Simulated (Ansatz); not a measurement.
Born–Oppenheimer molecular dynamics of FH5OSi (8 atoms, charge 0, multiplicity 1). It starts at the highest image of a converged band. Of that band: The profile has 2 maxima (images 4, 8) with wells between them (image 6): this band takes more than one step, which may be the mechanism or a detour left from its start path. A vibrational analysis at the climbing image gives one clearly imaginary mode, 491i cm⁻¹: a first-order saddle point.

Method: Ansatz, RKS PBE-D4/def2-SVP.

```json
{
  "ensemble": "NVE (velocity Verlet)",
  "time step": "0.5 fs",
  "steps asked": "200",
  "starting velocities drawn for": "300 K",
  "seed": "3175"
}
```

First frame:

```xyz
8
Properties=species:S:1:pos:R:3
Si 0.085 -0.171 -0.021
O 0.078 -0.056 1.873
H -0.797 0.003 2.300
H 1.361 0.293 -0.650
H -0.803 1.069 -0.095
H -0.763 -1.169 -0.758
F 1.018 -1.691 0.763
H 0.561 -1.064 1.765
```

Task: How far do the bonds stretch over the last three quarters of this one trajectory? (Pairs bonded in most of those frames.)

Result: 
```csv
bond,mean (Å),spread (Å),shortest,longest
Si1–H4,1.512,0.010,1.50,1.53
Si1–H5,1.513,0.014,1.49,1.54
Si1–H6,1.509,0.031,1.46,1.55
Si1–F7,1.675,0.055,1.63,1.84
O2–H3,0.980,0.033,0.92,1.03
O2–H8,0.986,0.033,0.94,1.07
```

Mean temperature of the second half: 1109 K. The conserved energy stayed within 0.26 meV per atom of its start (net change 0.26 meV per atom), so the integration is sound. The kinetic energy rose, since the run started high on the potential surface and went downhill. It ends in pieces (FH3Si + H2O), so much of that is their flight and rotation, not heat. A run of 0.1 ps of so small a system gives no equilibrium averages. The orbitals stay closed-shell, which can raise the energy where a bond breaks towards radicals; this wasn't checked here.

Time of the run: 4.2 min on 1 thread of Arm Neoverse V2, on a shared host, peak memory 0.11 GiB.
